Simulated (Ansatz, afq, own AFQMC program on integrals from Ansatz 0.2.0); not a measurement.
**Where AFQMC and coupled cluster stand for BH3, singlet**

```xyz
4

B    -0.2042   -0.0025    0.0000
H     3.7915    0.0462   -0.0008
H    -0.8135    1.0237   -0.0028
H    -0.7882   -1.0433    0.0031
```

Basis cc-pVDZ. Only valence electrons are correlated. AFQMC by an in-house program on the Cholesky factors that Ansatz 0.2.0 writes for its CCSD(T) run. The CISD trial takes its coefficients from CCSD amplitudes. Released means that phaseless walkers are propagated on without the constraint, phases kept. ± is one standard error of the sampling.

Determinant: UHF, the one that the program's search chose, which needn't be the lowest solution. The geometry is a point of a scan.

Full CI on the same integrals is exact in this basis and with this determinant's frozen core.

Cautions: unrestricted determinant spin contaminated (⟨S²⟩ 1.00 against 0.00); the CCSDTQ amplitudes may be one of several solutions (largest double 0.85); the next higher spin lies close (full CI puts it 26 meV above).

The T1 diagnostic is 0.0077. The weight of the determinant in the CISD state is 0.953 and the ⟨S²⟩ of the determinant is 0.999. The size of the correlated space is 6 electrons in 28 orbitals.

```tsv
level	correlation energy (eV)
MP2	-1.8057
CCSD	-2.3450
CCSD(T)	-2.3771
```

(1) Estimate where AFQMC with the constraint released lies against CCSD(T) on the same integrals.

(1) 0.56 ± 0.02 kcal/mol below CCSD(T).

Reference: full CI, correlation energy -2.400 eV. The released energy is read at 2.40 1/Eh (meV from the phaseless value at times in 1/Eh: -0.4 ± 0.6 at 0.24, -1.8 ± 0.5 at 0.51, -3.0 ± 0.7 at 0.99, -4.0 ± 0.6 at 1.62, -4.0 ± 0.7 at 2.40). The cautions show a poor starting determinant, so the rows tell how each method copes with it here, and full CI is the sure value.

```tsv
level	E − E(reference) (kcal/mol)	share of correlation (%)
CCSD(T)	0.53	99.04
CCSDT	0.18	99.68
CCSDT(Q)	0.10	99.81
CCSDTQ	0.00	99.99
ph-AFQMC/HF	0.47 ± 0.35	99.14
ph-AFQMC/CISD	0.06 ± 0.02	99.89
released AFQMC	-0.03 ± 0.02	100.06
```

CCSDT and higher add their correlation energy to the determinant of the CCSD(T) run, since their own runs factorise the integrals more tightly (a shift of under 2 meV). A walk keeps the symmetry of its determinant, which the program's search chose and which needn't be the lowest solution, so a lower state of the same spin and another symmetry isn't excluded. Released energies are given only where the last usable release times agree within the noise; a slower fall can still hide under it.
